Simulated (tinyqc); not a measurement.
A ladder of methods, and size consistency: correlation methods against full CI in the sto-6g basis, for H2O, spin multiplicity 1. Computed by the program tinyqc with PySCF. 

Geometry (angstrom):
```
atom       x        y       z
O     0.0000   0.0000  0.0000
H     0.0000   0.7640  0.5150
H     0.0000  -0.7640  0.5150
```

RHF energy of one = -75.666706 hartree

All electrons correlated; +Q is the Davidson correction (1 - c0^2) E_corr. The last columns treat two copies 100 angstrom apart as one system. FCI is the lowest singlet.

Correlation energies (hartree):
```
method   E_corr of one  share of FCI (%)  E_corr of two at 100 angstrom  two minus twice one (mhartree)
MP2          -0.032099           72.0264                      -0.064197                          0.0000
CISD         -0.044006           98.7444                      -0.086177                          1.8337
CISD+Q       -0.044964          100.8940                      -0.089689                          0.2378
CCSD         -0.044446           99.7337                      -0.088893                          0.0000
CCSD(T)      -0.044521           99.9013                      -0.089042                          0.0000
FCI          -0.044565          100.0000                              -                               -
```

MP2 recovers 72 %, CISD 98.7 % and CCSD 99.7 % of the FCI value (c0^2 = 0.978 in CISD). MP2 and coupled cluster are size consistent, so their last column vanishes; CISD loses 1.83 mhartree, since a double excitation on each copy is a quadruple of the pair, and the Davidson correction leaves +0.24.
